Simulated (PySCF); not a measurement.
PySCF input (BP86/def2-SVP):

```python
from pyscf import gto, dft

mol = gto.M(
    atom='''
    C     1.22920517    0.00086102   -0.15673398
    C    -0.04880007    0.40448650    0.17084702
    H     1.41323049   -0.97923889   -0.57911476
    H     2.08206806    0.64641406   -0.00300865
    H    -0.16881649    1.39926000    0.59101947
    C    -1.18599328   -0.35902906    0.00545096
    H    -2.16174989    0.01404037    0.28197140
    H    -1.13120307   -1.35838636   -0.40825144
    ''',
    basis='def2-svp',
    charge=0,
    spin=1,
    verbose=4,
)

mf = dft.UKS(mol, xc='bp86')
mf.grids.level = 3
mf.conv_tol = 1e-9
mf.max_cycle = 100
mf.max_memory = 1500
mf.kernel()
if not mf.converged:
    mf = mf.newton()
    mf.kernel(mf.make_rdm1())
mo, _, stable, _ = mf.stability(return_status=True)
if not stable:
    mf.kernel(mf.make_rdm1(mo, mf.mo_occ))
    stable = mf.stability(return_status=True)[2]
mf.dip_moment()
```

Output:

```
PySCF version 2.14.0

[INPUT] verbose = 4
[INPUT] num. atoms = 8
[INPUT] num. electrons = 23
[INPUT] charge = 0
[INPUT] spin (= nelec alpha-beta = 2S) = 1
[INPUT] symmetry False subgroup None
[INPUT] Mole.unit = angstrom
[INPUT] Symbol           X                Y                Z      unit          X                Y                Z       unit  Magmom
[INPUT]  1 C      1.229205170000   0.000861020000  -0.156733980000 AA    2.322861122199   0.001627091988  -0.296184296613 Bohr   0.0
[INPUT]  2 C     -0.048800070000   0.404486500000   0.170847020000 AA   -0.092218767160   0.764368706084   0.322854076998 Bohr   0.0
[INPUT]  3 H      1.413230490000  -0.979238890000  -0.579114760000 AA    2.670618576985  -1.850493312623  -1.094368291093 Bohr   0.0
[INPUT]  4 H      2.082068060000   0.646414060000  -0.003008650000 AA    3.934538406104   1.221545536468  -0.005685524505 Bohr   0.0
[INPUT]  5 H     -0.168816490000   1.399260000000   0.591019470000 AA   -0.319016931410   2.644218177059   1.116864932586 Bohr   0.0
[INPUT]  6 C     -1.185993280000  -0.359029060000   0.005450960000 AA   -2.241202484775  -0.678466594160   0.010300821516 Bohr   0.0
[INPUT]  7 H     -2.161749890000   0.014040370000   0.281971400000 AA   -4.085115241909   0.026532453988   0.532848720960 Bohr   0.0
[INPUT]  8 H     -1.131203070000  -1.358386360000  -0.408251440000 AA   -2.137663993567  -2.566978191745  -0.771483411559 Bohr   0.0

nuclear repulsion = 65.1057252227021
number of shells = 33
number of NR pGTOs = 107
number of NR cGTOs = 67
basis = def2-svp
ecp = {}

******** <class 'pyscf.dft.uks.UKS'> ********
method = UKS
initial guess = minao
damping factor = 0
level_shift factor = 0
DIIS = <class 'pyscf.scf.diis.CDIIS'>
diis_start_cycle = 1
diis_space = 8
diis_damp = 0
SCF conv_tol = 1e-09
SCF conv_tol_grad = None
SCF max_cycles = 100
direct_scf = True
direct_scf_tol = 1e-13
number electrons alpha = 12  beta = 11
XC library pyscf.dft.libxc version 7.1.2
    S. Lehtola, C. Steigemann, M. J. T. Oliveira, and M. A. L. Marques,  SoftwareX 7, 1–5 (2018)
XC functionals = bp86
    A. D. Becke,  Phys. Rev. A 38, 3098 (1988)
    J. P. Perdew,  Phys. Rev. B 33, 8822 (1986)
    J. P. Perdew,  Phys. Rev. B 34, 7406–7406 (1986)
radial grids:
    Treutler-Ahlrichs [JCP 102, 346 (1995); DOI:10.1063/1.469408] (M4) radial grids

becke partition: Becke, JCP 88, 2547 (1988); DOI:10.1063/1.454033
pruning grids: <function nwchem_prune>
grids dens level: 3
symmetrized grids: False
atomic radii adjust function: <function treutler_atomic_radii_adjust>
small_rho_cutoff = 0
Set gradient conv threshold to 3.16228e-05
tot grids = 91400
init E= -117.211513723174
  alpha nocc = 12  HOMO = -0.219803204204892  LUMO = -0.0624924128173294
  beta  nocc = 11  HOMO = -0.357524201830276  LUMO = -0.219803204204893

WARN: HOMO -0.219803204204892 >= LUMO -0.219803204204893

cycle= 1 E= -117.12708560379  delta_E= 0.0844  |g|= 0.245  |ddm|= 2.01
  alpha nocc = 12  HOMO = -0.102031591996488  LUMO = 0.0891646804774402
  beta  nocc = 11  HOMO = -0.192406107242872  LUMO = -0.0552549045013437
  HOMO = -0.102031591996  LUMO = -0.0552549045013  gap/eV = 1.27286
cycle= 2 E= -117.104968399113  delta_E= 0.0221  |g|= 0.323  |ddm|= 0.626
  alpha nocc = 12  HOMO = -0.166073147281844  LUMO = 0.0252270647923449
  beta  nocc = 11  HOMO = -0.268206498330875  LUMO = -0.115502977896848
  HOMO = -0.166073147282  LUMO = -0.115502977897  gap/eV = 1.37608
cycle= 3 E= -117.165734725485  delta_E= -0.0608  |g|= 0.0291  |ddm|= 0.369
  alpha nocc = 12  HOMO = -0.171061325235117  LUMO = 0.0260440115526555
  beta  nocc = 11  HOMO = -0.265851401628395  LUMO = -0.117179018219863
  HOMO = -0.171061325235  LUMO = -0.11717901822  gap/eV = 1.46621
cycle= 4 E= -117.165991405701  delta_E= -0.000257  |g|= 0.0222  |ddm|= 0.0468
  alpha nocc = 12  HOMO = -0.170570618885082  LUMO = 0.0250218374038029
  beta  nocc = 11  HOMO = -0.267440256377514  LUMO = -0.114658789873142
  HOMO = -0.170570618885  LUMO = -0.114658789873  gap/eV = 1.52144
cycle= 5 E= -117.166271139143  delta_E= -0.00028  |g|= 0.00301  |ddm|= 0.021
  alpha nocc = 12  HOMO = -0.171000706539103  LUMO = 0.0252634567015115
  beta  nocc = 11  HOMO = -0.267485919435564  LUMO = -0.113907389595237
  HOMO = -0.171000706539  LUMO = -0.113907389595  gap/eV = 1.55359
cycle= 6 E= -117.166281619372  delta_E= -1.05e-05  |g|= 0.000973  |ddm|= 0.00646
  alpha nocc = 12  HOMO = -0.171113724405856  LUMO = 0.0252196024749205
  beta  nocc = 11  HOMO = -0.267548613078519  LUMO = -0.11366325416911
  HOMO = -0.171113724406  LUMO = -0.113663254169  gap/eV = 1.56331
cycle= 7 E= -117.166282630972  delta_E= -1.01e-06  |g|= 0.000226  |ddm|= 0.00228
  alpha nocc = 12  HOMO = -0.171123450459986  LUMO = 0.0252127598456644
  beta  nocc = 11  HOMO = -0.267548661440406  LUMO = -0.113652045200179
  HOMO = -0.17112345046  LUMO = -0.1136520452  gap/eV = 1.56388
cycle= 8 E= -117.166282669977  delta_E= -3.9e-08  |g|= 4.88e-05  |ddm|= 0.000494
  alpha nocc = 12  HOMO = -0.171119390068367  LUMO = 0.0252108862110534
  beta  nocc = 11  HOMO = -0.267551672215099  LUMO = -0.113651166699078
  HOMO = -0.171119390068  LUMO = -0.113651166699  gap/eV = 1.56379
cycle= 9 E= -117.166282671271  delta_E= -1.29e-09  |g|= 3.13e-05  |ddm|= 0.000108
  alpha nocc = 12  HOMO = -0.171119559684995  LUMO = 0.0252106357736128
  beta  nocc = 11  HOMO = -0.267551778758602  LUMO = -0.113651608521625
  HOMO = -0.171119559685  LUMO = -0.113651608522  gap/eV = 1.56378
cycle= 10 E= -117.166282671479  delta_E= -2.09e-10  |g|= 2.59e-05  |ddm|= 5.89e-05
  alpha nocc = 12  HOMO = -0.171119461324804  LUMO = 0.025210676026918
  beta  nocc = 11  HOMO = -0.267551434261459  LUMO = -0.113651997194045
  HOMO = -0.171119461325  LUMO = -0.113651997194  gap/eV = 1.56377
Extra cycle  E= -117.166282669118  delta_E= 2.36e-09  |g|= 6.62e-05  |ddm|= 9.65e-05
converged SCF energy = -117.166282669118  <S^2> = 0.76589998  2S+1 = 2.0158373
uhf_internal: lowest eigs of H = [0.24108177 0.38766496 0.4235293 ]
<class 'pyscf.dft.uks.UKS'> wavefunction is stable in the internal stability analysis
Dipole moment(X, Y, Z, Debye): -0.00783,  0.05940,  0.02517
```
